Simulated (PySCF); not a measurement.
Choosing a basis for TDDFT

Species: N-methylformamide, C2H5NO.
Structure used (PBE0-D3(BJ)/def2-SVP), in Å, numbered top down from 1:
```
atom  x, y, z in Å
C1    -1.1050   -0.1167    0.0814
N2     0.2772   -0.4678   -0.1127
C3     1.2811    0.4405   -0.0350
O4     1.1452    1.6180    0.2029
H5    -1.1442    0.9596    0.2953
H6    -1.5475   -0.6616    0.9307
H7    -1.7083   -0.3188   -0.8185
H8     0.5226   -1.4255   -0.3254
H9     2.2790   -0.0277   -0.2187
```

TDDFT with PBE0 (PySCF), vertical singlets, core orbitals frozen in the response, spherical d and f functions. One conformer (not necessarily the lowest) at the PBE0-D3(BJ)/def2-SVP geometry, without solvent, vibrations or thermal averaging.

```
      basis  functions  diffuse  S1 (eV)  S2 (eV)  S3 (eV)  S4 (eV)  S5 (eV)  LUMO (eV)  α (au)
     6-31G*         66       no     5.94     7.68     7.95     8.67     9.46       1.22    30.7
   def2-SVP         81       no     5.89     7.36     7.48     8.17     8.60       1.03    31.3
    6-31+G*         82      yes     5.89     6.35     6.63     7.25     7.39       0.13    35.6
aug-cc-pVDZ        137      yes     5.78     6.07     6.30     6.84     6.95      -0.29    39.7
  def2-TZVP        154       no     5.84     6.95     7.14     7.79     8.11       0.70    36.4
 def2-TZVPD        196      yes     5.79     6.38     6.60     7.21     7.32       0.11    39.7
aug-cc-pVTZ        299      yes     5.78     6.10     6.32     6.85     6.95      -0.32    39.9
```

Q: Compare the sets with the largest diffuse one.

A: States are compared by their number. Against the largest diffuse basis here (aug-cc-pVTZ, itself not a converged limit), sets without diffuse functions differ by up to 0.16 eV in S1 and 2.51 eV in S5; the smaller diffuse sets differ by up to 0.10 and 0.44 eV. State by state, the largest deviation of a set without diffuse functions is S1 0.16, S2 1.58, S3 1.63, S4 1.81, S5 2.51 eV. The same number needn't mean the same state in each row. Against aug-cc-pVTZ the polarisability deviates by -23% in 6-31G*, -21% in def2-SVP, -11% in 6-31+G*, -1% in aug-cc-pVDZ, -9% in def2-TZVP, -1% in def2-TZVPD. A single + in a Pople set puts diffuse functions on heavy atoms only.
